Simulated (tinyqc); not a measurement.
MP2 on RHF in the sto-3g basis, frozen core, for H2O, spin multiplicity 1, step by step. One step of it, computed by the program tinyqc.

Problem. Iteration 1: building the Fock matrix. J_ij = sum D_kl (ij|kl), K_ij = sum D_kl (ik|jl); F = H + J - 0.5 K; E = tr D H + tr D J / 2 - 0.25 tr D K + E_nn.

D at the start, order 1O 1s, 1O 2s, 1O 2px, 1O 2py, 1O 2pz, 2H 1s, 3H 1s:
$$\begin{pmatrix}
2.143714 & -0.492621 & 0.000000 & 0.000000 & 0.013095 & -0.016217 & -0.016217 \\
-0.492621 & 2.093542 & 0.000000 & 0.000000 & -0.065939 & 0.057385 & 0.057385 \\
0.000000 & 0.000000 & 1.308007 & 0.000000 & 0.000000 & 0.000000 & 0.000000 \\
0.000000 & 0.000000 & 0.000000 & 1.182344 & 0.000000 & 0.118913 & -0.118913 \\
0.013095 & -0.065939 & 0.000000 & 0.000000 & 1.255622 & 0.064005 & 0.064005 \\
-0.016217 & 0.057385 & 0.000000 & 0.118913 & 0.064005 & 0.993533 & 0.047956 \\
-0.016217 & 0.057385 & 0.000000 & -0.118913 & 0.064005 & 0.047956 & 0.993533
\end{pmatrix}$$

core Hamiltonian H = T + V (hartree), order 1O 1s, 1O 2s, 1O 2px, 1O 2py, 1O 2pz, 2H 1s, 3H 1s:
$$\begin{pmatrix}
-32.528765 & -7.567322 & 0.000000 & 0.000000 & -0.011945 & -1.077840 & -1.077840 \\
-7.567322 & -9.154154 & 0.000000 & 0.000000 & -0.147353 & -2.607618 & -2.607618 \\
0.000000 & 0.000000 & -7.307861 & 0.000000 & 0.000000 & 0.000000 & 0.000000 \\
0.000000 & 0.000000 & 0.000000 & -7.415426 & 0.000000 & -1.611057 & 1.611057 \\
-0.011945 & -0.147353 & 0.000000 & 0.000000 & -7.357942 & -1.133741 & -1.133741 \\
-1.077840 & -2.607618 & 0.000000 & -1.611057 & -1.133741 & -4.336852 & -0.798881 \\
-1.077840 & -2.607618 & 0.000000 & 1.611057 & -1.133741 & -0.798881 & -4.336852
\end{pmatrix}$$

Two-electron integrals (ij|kl) in chemists' order, unique and non-zero (hartree):
```
(11|11) 4.785065    (21|11) 0.741380    (21|21) 0.136873    (22|11) 1.118947
(22|21) 0.256633    (22|22) 0.817206    (31|31) 0.024477    (32|31) 0.037809
(32|32) 0.180518    (33|11) 1.115814    (33|21) 0.256684    (33|22) 0.817023
(33|33) 0.880159    (41|41) 0.024477    (42|41) 0.037809    (42|42) 0.180518
(43|43) 0.047444    (44|11) 1.115814    (44|21) 0.256684    (44|22) 0.817023
(44|33) 0.785270    (44|44) 0.880159    (51|51) 0.024477    (52|51) 0.037809
(52|52) 0.180518    (53|53) 0.047444    (54|54) 0.047444    (55|11) 1.115814
(55|21) 0.256684    (55|22) 0.817023    (55|33) 0.785270    (55|44) 0.785270
(55|55) 0.880159    (61|11) 0.105888    (61|21) 0.019403    (61|22) 0.036211
(61|33) 0.036140    (61|41) 0.000729    (61|42) 0.001375    (61|44) 0.036289
(61|51) 0.000497    (61|52) 0.000939    (61|54) 0.000101    (61|55) 0.036209
(61|61) 0.002785    (62|11) 0.281402    (62|21) 0.065455    (62|22) 0.233719
(62|33) 0.229577    (62|41) 0.004059    (62|42) 0.032221    (62|44) 0.237896
(62|51) 0.002770    (62|52) 0.021986    (62|54) 0.005677    (62|55) 0.233450
(62|61) 0.009478    (62|62) 0.085766    (63|31) 0.006553    (63|32) 0.039211
(63|43) 0.006531    (63|53) 0.004457    (63|63) 0.011657    (64|11) 0.175784
(64|21) 0.041386    (64|22) 0.157780    (64|33) 0.150780    (64|41) 0.008785
(64|42) 0.059580    (64|44) 0.169135    (64|51) 0.001523    (64|52) 0.013899
(64|54) 0.008067    (64|55) 0.153244    (64|61) 0.006232    (64|62) 0.070397
(64|64) 0.068786    (65|11) 0.119944    (65|21) 0.028240    (65|22) 0.107660
(65|33) 0.102883    (65|41) 0.001523    (65|42) 0.013899    (65|44) 0.106494
(65|51) 0.007592    (65|52) 0.048695    (65|54) 0.008995    (65|55) 0.113478
(65|61) 0.004252    (65|62) 0.048035    (65|64) 0.038982    (65|65) 0.038255
(66|11) 0.448962    (66|21) 0.106097    (66|22) 0.436379    (66|33) 0.419608
(66|41) 0.007852    (66|42) 0.087829    (66|44) 0.453573    (66|51) 0.005358
(66|52) 0.059929    (66|54) 0.023176    (66|55) 0.435422    (66|61) 0.015461
(66|62) 0.209995    (66|64) 0.196741    (66|65) 0.134244    (66|66) 0.774606
(71|11) 0.105888    (71|21) 0.019403    (71|22) 0.036211    (71|33) 0.036140
(71|41) -0.000729   (71|42) -0.001375   (71|44) 0.036289    (71|51) 0.000497
(71|52) 0.000939    (71|54) -0.000101   (71|55) 0.036209    (71|61) 0.002739
(71|62) 0.009153    (71|64) 0.005552    (71|65) 0.004111    (71|66) 0.014809
(71|71) 0.002785    (72|11) 0.281402    (72|21) 0.065455    (72|22) 0.233719
(72|33) 0.229577    (72|41) -0.004059   (72|42) -0.032221   (72|44) 0.237896
(72|51) 0.002770    (72|52) 0.021986    (72|54) -0.005677   (72|55) 0.233450
(72|61) 0.009153    (72|62) 0.066578    (72|64) 0.038283    (72|65) 0.036145
(72|66) 0.129520    (72|71) 0.009478    (72|72) 0.085766    (73|31) 0.006553
(73|32) 0.039211    (73|43) -0.006531   (73|53) 0.004457    (73|63) 0.008661
(73|73) 0.011657    (74|11) -0.175784   (74|21) -0.041386   (74|22) -0.157780
(74|33) -0.150780   (74|41) 0.008785    (74|42) 0.059580    (74|44) -0.169135
(74|51) -0.001523   (74|52) -0.013899   (74|54) 0.008067    (74|55) -0.153244
(74|61) -0.005552   (74|62) -0.038283   (74|64) -0.013885   (74|65) -0.020405
(74|66) -0.068953   (74|71) -0.006232   (74|72) -0.070397   (74|74) 0.068786
(75|11) 0.119944    (75|21) 0.028240    (75|22) 0.107660    (75|33) 0.102883
(75|41) -0.001523   (75|42) -0.013899   (75|44) 0.106494    (75|51) 0.007592
(75|52) 0.048695    (75|54) -0.008995   (75|55) 0.113478    (75|61) 0.004111
(75|62) 0.036145    (75|64) 0.020405    (75|65) 0.027994    (75|66) 0.076317
(75|71) 0.004252    (75|72) 0.048035    (75|74) -0.038982   (75|75) 0.038255
(76|11) 0.079179    (76|21) 0.018584    (76|22) 0.071989    (76|33) 0.070389
(76|44) 0.071969    (76|51) 0.001237    (76|52) 0.011713    (76|55) 0.073531
(76|61) 0.002657    (76|62) 0.025847    (76|64) 0.018552    (76|65) 0.016311
(76|66) 0.065669    (76|71) 0.002657    (76|72) 0.025847    (76|74) -0.018552
(76|75) 0.016311    (76|76) 0.009827    (77|11) 0.448962    (77|21) 0.106097
(77|22) 0.436379    (77|33) 0.419608    (77|41) -0.007852   (77|42) -0.087829
(77|44) 0.453573    (77|51) 0.005358    (77|52) 0.059929    (77|54) -0.023176
(77|55) 0.435422    (77|61) 0.014809    (77|62) 0.129520    (77|64) 0.068953
(77|65) 0.076317    (77|66) 0.275195    (77|71) 0.015461    (77|72) 0.209995
(77|74) -0.196741   (77|75) 0.134244    (77|76) 0.065669    (77|77) 0.774606
```

nuclear repulsion = 7.58455413 hartree

Give: Coulomb J; exchange K; Fock matrix F; total energy of this density.

Solution.

Coulomb J (hartree), order 1O 1s, 1O 2s, 1O 2px, 1O 2py, 1O 2pz, 2H 1s, 3H 1s:
$$\begin{pmatrix}
17.1215 & 3.2065 & 0.0000 & 0.0000 & 0.0097 & 0.4554 & 0.4554 \\
3.2065 & 7.9452 & 0.0000 & 0.0000 & 0.1215 & 2.2932 & 2.2932 \\
0.0000 & 0.0000 & 7.9042 & 0.0000 & 0.0000 & 0.0000 & 0.0000 \\
0.0000 & 0.0000 & 0.0000 & 7.9715 & 0.0000 & 1.5593 & -1.5593 \\
0.0097 & 0.1215 & 0.0000 & 0.0000 & 7.9358 & 1.0942 & 1.0942 \\
0.4554 & 2.2932 & 0.0000 & 1.5593 & 1.0942 & 4.5730 & 0.7203 \\
0.4554 & 2.2932 & 0.0000 & -1.5593 & 1.0942 & 0.7203 & 4.5730
\end{pmatrix}$$

exchange K (hartree), order 1O 1s, 1O 2s, 1O 2px, 1O 2py, 1O 2pz, 2H 1s, 3H 1s:
$$\begin{pmatrix}
9.9095 & 1.6730 & 0.0000 & 0.0000 & 0.0098 & 0.2642 & 0.2642 \\
1.6730 & 2.6748 & 0.0000 & 0.0000 & 0.0916 & 0.9571 & 0.9571 \\
0.0000 & 0.0000 & 1.6969 & 0.0000 & 0.0000 & 0.0000 & 0.0000 \\
0.0000 & 0.0000 & 0.0000 & 1.7864 & 0.0000 & 0.5241 & -0.5241 \\
0.0098 & 0.0916 & 0.0000 & 0.0000 & 1.7392 & 0.3896 & 0.3896 \\
0.2642 & 0.9571 & 0.0000 & 0.5241 & 0.3896 & 1.1884 & 0.3229 \\
0.2642 & 0.9571 & 0.0000 & -0.5241 & 0.3896 & 0.3229 & 1.1884
\end{pmatrix}$$

Fock matrix F (hartree), order 1O 1s, 1O 2s, 1O 2px, 1O 2py, 1O 2pz, 2H 1s, 3H 1s:
$$\begin{pmatrix}
-20.3620 & -5.1973 & 0.0000 & 0.0000 & -0.0071 & -0.7546 & -0.7546 \\
-5.1973 & -2.5464 & 0.0000 & 0.0000 & -0.0717 & -0.7930 & -0.7930 \\
0.0000 & 0.0000 & -0.2521 & 0.0000 & 0.0000 & 0.0000 & 0.0000 \\
0.0000 & 0.0000 & 0.0000 & -0.3371 & 0.0000 & -0.3138 & 0.3138 \\
-0.0071 & -0.0717 & 0.0000 & 0.0000 & -0.2918 & -0.2343 & -0.2343 \\
-0.7546 & -0.7930 & 0.0000 & -0.3138 & -0.2343 & -0.3580 & -0.2400 \\
-0.7546 & -0.7930 & 0.0000 & 0.3138 & -0.2343 & -0.2400 & -0.3580
\end{pmatrix}$$

total energy of this density = -75.060231 hartree

This density is the starting one; it is not idempotent, so its energy is not variational and may lie below the converged one.
